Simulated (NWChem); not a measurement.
System meant: F anion

Input file for NWChem:

```
start job
memory heap 200 mb stack 900 mb global 1100 mb
charge -1
geometry units angstroms noautosym nocenter noautoz
  F      0.000000     0.000000     0.000000
end
basis spherical
  * library 6-31g*
end
dft
  xc m06-l
  iterations 150
end
property
  shielding
end
task dft property
```

End of the output:

```
 Vector    5  Occ=2.000000D+00  E= 2.103009D-01
              MO Center= -5.6D-18,  1.9D-17,  8.9D-16, r^2= 4.7D-01
   Bfn.  Coefficient  Atom+Function         Bfn.  Coefficient  Atom+Function
  ----- ------------  ---------------      ----- ------------  ---------------
     5      0.617084  1 F  pz                 9      0.536872  1 F  pz

 Vector    6  Occ=0.000000D+00  E= 1.674989D+00
              MO Center=  2.2D-15, -7.0D-16, -7.6D-15, r^2= 8.2D-01
   Bfn.  Coefficient  Atom+Function         Bfn.  Coefficient  Atom+Function
  ----- ------------  ---------------      ----- ------------  ---------------
     7     -0.974500  1 F  px                 3      0.930309  1 F  px
     8      0.307558  1 F  py                 4     -0.293611  1 F  py

 Vector    7  Occ=0.000000D+00  E= 1.674989D+00
              MO Center= -9.4D-17,  2.0D-16, -7.5D-15, r^2= 8.2D-01
   Bfn.  Coefficient  Atom+Function         Bfn.  Coefficient  Atom+Function
  ----- ------------  ---------------      ----- ------------  ---------------
     8     -0.974500  1 F  py                 4      0.930309  1 F  py
     7     -0.307558  1 F  px                 3      0.293611  1 F  px

 Vector    8  Occ=0.000000D+00  E= 1.674989D+00
              MO Center= -7.4D-16, -5.9D-16, -2.4D-12, r^2= 8.2D-01
   Bfn.  Coefficient  Atom+Function         Bfn.  Coefficient  Atom+Function
  ----- ------------  ---------------      ----- ------------  ---------------
     9     -1.021882  1 F  pz                 5      0.975542  1 F  pz

          -----------------------------------------
          Chemical Shielding Tensors (GIAO, in ppm)
          -----------------------------------------

 ------------------------------------------------------------------------
  xm06: d2 not coded                    0
 ------------------------------------------------------------------------
 ------------------------------------------------------------------------
  current input line :
    17: task dft property
 ------------------------------------------------------------------------
 ------------------------------------------------------------------------
 This error has not yet been assigned to a category
 ------------------------------------------------------------------------
 For more information see the NWChem manual at https://nwchemgit.github.io

0: xm06: d2 not coded:Received an Error in Communication
```

### Question
What is wrong, and how is it mended?

### Answer
The program stopped with an error. Cause: this functional's second derivatives, which shieldings need, aren't coded here; the fix takes a hybrid GGA instead. This input runs:
```
start job
memory heap 200 mb stack 900 mb global 1100 mb
charge -1
geometry units angstroms noautosym nocenter noautoz
  F      0.000000     0.000000     0.000000
end
basis spherical
  * library 6-31g*
end
dft
  xc pbe0
  iterations 150
end
property
  shielding
end
task dft property
```
It converges to -99.65977 Ha (PBE0/6-31G* (spherical d), GIAO).
